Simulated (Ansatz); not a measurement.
Process, species as SMILES: C=O (CH2-O) → [CH]=O (CH-O) + H atom
B3LYP-D3(BJ)/def2-TZVP geometries, fixed; electronic energies without zero-point terms.

Effect of a fitting basis named in the input at wB97M-V/aug-cc-pVTZ with Ansatz (a quantum-chemistry and plane-wave program), against the last row, where the bond dissociation energy is 94.50 kcal/mol. Open shells are unrestricted. The default fits or decomposes integrals by the program's own choice; accuracy: high also tightens integrals, grids and stops.

```csv
setting,largest shift of a total energy (mEh),shift of the bond dissociation energy (kcal/mol)
fitting: def2-SV(P)-JKFIT,-0.032,0.004
fitting: def2-universal-JKFIT,-0.032,0.004
fitting: cc-pVTZ-JKFIT,-0.009,0.001
fitting: cc-pVQZ-JKFIT,-0.008,-0.003
fitting: cc-pV5Z-JKFIT,-0.007,-0.004
accuracy: high,-0.002,0.000
accuracy: medium (default),0.000,0.000
```

Within 0.02 kcal/mol in the bond dissociation energy: fitting: def2-SV(P)-JKFIT; fitting: def2-universal-JKFIT; fitting: cc-pVTZ-JKFIT; fitting: cc-pVQZ-JKFIT; fitting: cc-pV5Z-JKFIT; accuracy: high. The largest shift is 0.032 mEh in a total energy and 0.004 kcal/mol in the difference.
